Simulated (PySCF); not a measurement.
Estimate the missing entries of this data sheet.

Species: CH₃ClO₂S.
InChI=1S/CH3ClO2S/c1-5(2,3)4/h1H3

```csv
property,level,value
point group,PBE0-D3(BJ)/def2-SVP,Cs
"rotational constants A, B, C",PBE0-D3(BJ)/def2-SVP,"4.539, 2.671, 2.593 GHz"
dipole moment,PBE0/def2-SVPD,3.90 D
HOMO energy,PBE0/def2-SVPD,?
LUMO energy,PBE0/def2-SVPD,-2.15 eV
lowest singlet excitation,TDDFT PBE0/def2-SVPD,?
strongest line among the 6 lowest singlet transitions,TDDFT PBE0/def2-SVPD,?
static isotropic polarisability,PBE0/def2-SVPD,56.1 au
electronic spatial extent ⟨r²⟩ about the centre of nuclear charge,PBE0/def2-SVPD,565 bohr²
```

Electronic properties: PySCF, gas phase, density fitting. Geometry: PBE0-D3(BJ)/def2-SVP; no solvent, vibrations or thermal averaging.

What is the lowest singlet excitation?

5.49 eV (226 nm, f = 0.004).

The strongest line among the 6 lowest singlet transitions?

S6 at 7.51 eV (165 nm, f = 0.204).

Give the HOMO energy.

-9.32 eV.

The 6 singlets span 5.49 to 7.51 eV, and their oscillator strengths add up to 0.28. With B = h/(8π²I), that is 505.379 GHz u Å² over I, the principal moments of inertia are 111.4, 189.2 and 194.9 u Å² (most abundant isotopes). The polarisability is 8.32 Å³ as a volume (1 au = 0.148185 Å³), or 0.97 au for each of the 58 electrons. No computed singlet falls in the visible range (750 to 380 nm, 1.65 to 3.26 eV); S1 lies 2.23 eV above its blue end.
